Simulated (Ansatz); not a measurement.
Program: Ansatz. Geometries: PBE0-D4/def2-TZVP. ΔE: electronic, gas phase. CCSD(T)/CBS adds triple-zeta CCSD(T) − MP2 to the extrapolated MP2 energy (def2 sets, frozen cores). This one scheme is used for every species. DFT in def2-TZVPP. B3LYP here is the variant with VWN-RPA as its local correlation; programs differ in this. Each species was taken in one conformer, which may not be the lowest.

Reaction (substitution at a C–F bond): `C=NC(=N)F` + CH₃OH → `C=NC(=N)OC` + H–F

(1) Is it downhill or uphill in electronic energy at CCSD(T)/CBS, and by how much? (An estimate is asked.)

(2) What do these levels give: revPBE-D4, r2SCANh-D4, PBE-QIDH, B3LYP, r2SCAN0, CCSD/def2-TZVPP? (An estimate is asked.)

Largest T1 diagnostic among the species: 0.014.

Answers

(1) The calculation gave: Downhill: ΔE = -47.7 kJ/mol.

(2) Computed: revPBE-D4 -41.4, r2SCANh-D4 -38.2, PBE-QIDH -44.7, B3LYP -29.1, r2SCAN0 -38.0, CCSD/def2-TZVPP -42.0 kJ/mol.

In def2-TZVPP, CCSD(T) changes the Hartree–Fock value by −16.5 kJ/mol (the triples alone add −2.8 kJ/mol) and MP2 by −24.4 kJ/mol. At CCSD(T), def2-SVP lies +8.1 kJ/mol from the extrapolated value and def2-TZVPP +2.9 kJ/mol. From BLYP to BHLYP (50 % exact exchange), in def2-TZVPP and without D4, ΔE moves by −7.9 kJ/mol.
